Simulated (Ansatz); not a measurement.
Relaxation of C$_{3}$H$_{4}$FN (9 atoms, charge 0, multiplicity 1), to a largest force component of 0.02 eV/Å in at most 40 steps.

Level of theory: UKS PBE0-D4/6-31G in Ansatz 0.2.0.

```xyz
9
Properties=species:S:1:pos:R:3
N -0.617 0.458 1.657
C -0.168 0.121 0.550
C 0.985 -0.346 -0.045
C -0.311 -0.097 -0.811
F -0.400 0.949 -1.710
H -1.645 0.790 1.506
H 1.338 -1.363 0.176
H 1.849 0.380 -0.217
H -0.943 -0.937 -1.124
```

Q: Where does it end, and by what steps?

A: It converged. Limits of this set-up: no polarisation functions. After 11 steps the energy has fallen by 0.535 eV; H6 moved furthest, 0.16 Å.

```
step  energy less start (eV)  largest force component (eV/Å)  accepted
   0                  0.0000                           4.390       yes
   1                 -0.4498                           2.051       yes
   2                 -0.5244                           0.587       yes
   3                 -0.5268                           0.190       yes
   4                 -0.5257                           0.292        no
   5                 -0.5339                           0.053       yes
   6                 -0.5344                           0.061       yes
   7                 -0.5346                           0.058       yes
   8                 -0.5349                           0.036       yes
   9                 -0.5351                           0.023       yes
  10                 -0.5350                           0.049        no
  11                 -0.5351                           0.009       yes
```

```xyz
9
Properties=species:S:1:pos:R:3
N -0.684 0.537 1.711
C -0.212 0.124 0.613
C 1.005 -0.362 -0.060
C -0.300 -0.140 -0.835
F -0.372 0.944 -1.731
H -1.658 0.865 1.644
H 1.354 -1.382 0.071
H 1.797 0.368 -0.212
H -0.840 -0.999 -1.219
```

Whether the end is a true minimum wasn't checked by a vibrational analysis.

Time of the run: 39 s on 2 threads of Arm Neoverse N1 (shared host), peak memory 0.15 GiB.
